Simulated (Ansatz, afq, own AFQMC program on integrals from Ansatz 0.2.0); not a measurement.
Two steps: Ansatz 0.2.0 writes the Fock matrix and Cholesky factors of the valence space, and afq projects on them the lowest state that overlaps trial and start.

```yaml
crystal:
  periodic: [false, false, false]
  atoms:
    - {symbol: Ge, position_ang: [0.000000, 0.000000, 1.572840]}
    - {symbol: B, position_ang: [0.000000, 0.000000, -0.192160]}
    - {symbol: H, position_ang: [0.000000, 0.000000, -1.380679]}
basis:
  gaussian: {orbitals: cc-pVDZ}
magnetization: {spin_polarized: true, initial_magnetization: 2}
correlation: {method: ccsd_t, electrons: outside_noble_gas, hamiltonian_folder: ham}
```

```sh
$ ansatz run in.yaml --threads 1 --pin off --events-out ev --progress --plain --max-ram 1382MiB
```

afq runs on the folder ham with

```
--method phaseless --trial hf --walkers 120 --populations 1 --least-time 40 --time-step 0.005 --steps-per-block 20 --equilibration-blocks 112 --max-blocks 600 --target-error 0.00102 --factor-cut 1e-05 --start spin_pure --seed 226 --taylor-order 6
```

Times are imaginary, in 1/Eh. The walk had a cap of 630 s. Filled inner d shells are frozen with the cores.

Log:

```
orbitals 31  electrons 5 3  factors 241 of 506
reference energy -2100.50464940 Eh
CCSD correlation -0.14938156 Eh in 10 cycles, weight of the determinant in the CISD state 0.8983
energy of the start -2100.504862 Eh
 block  time / (1/Eh)  mean weight  energy / Eh
     1     0.100  1.0011  -2100.528458
     2     0.200  1.0011  -2100.548626
     3     0.300  1.0009  -2100.565179
     4     0.400  1.0020  -2100.574351
     5     0.500  1.0003  -2100.586187
     8     0.800  1.0007  -2100.606346
    18     1.800  0.9997  -2100.659284
    69     6.900  0.9986  -2100.653956
   120    12.000  0.9997  -2100.660122
   171    17.100  0.9994  -2100.661175
   222    22.200  0.9907  -2100.659166
   273    27.300  1.0008  -2100.655426
   324    32.400  1.0016  -2100.663096
   375    37.500  0.9997  -2100.660456
   409    40.900  1.0003  -2100.681430
   426    42.600  1.0000  -2100.658638
   477    47.700  0.9990  -2100.667808
   528    52.800  1.0010  -2100.654455
   579    57.900  1.0002  -2100.655288
   596    59.600  1.0002  -2100.643412
   630    63.000  1.0004  -2100.661877
   681    68.100  1.0002  -2100.656919
   698    69.800  1.0008  -2100.656923
blocks merged  error / Eh  count
     1  0.000469  600
     2  0.000628  300
     4  0.000825  150
     8  0.001013  75
    16  0.001221  37
    32  0.001463  18
    64  0.001484  9
energy -2100.658369 +/- 0.001463 Eh
(rows thinned)
```

The run passed its tests (sampling time, drift between the halves within three errors, error under three times the target), which doesn't prove that it has relaxed.

Against this walk (error 39.8 meV) on the same determinant: CCSD(T) 12.7 meV lower (within the noise), CCSDT(Q) 50.5 meV lower (within the noise), a separate phaseless walk with a CISD trial and standard settings 20.5 ± 40.7 meV lower (within the noise). The error is statistical and leaves out the bias of the constraint.

Cautions: constraint bias not in the error; error above the target (39.8 against 27.8 meV); no relativity below Rb; no spin-orbit coupling; inner d shell frozen; lower spins were not checked.

The walk took 3.4 min on 1 thread of Arm Neoverse V1, on a shared host. The log's last line is the phaseless energy.

CCSDT and higher add their correlation energy to the determinant of the CCSD(T) run, since their own runs factorise the integrals more tightly (a shift of under 2 meV). A walk keeps the symmetry of its determinant, which the program's search chose and which needn't be the lowest solution, so a lower state of the same spin and another symmetry isn't excluded.
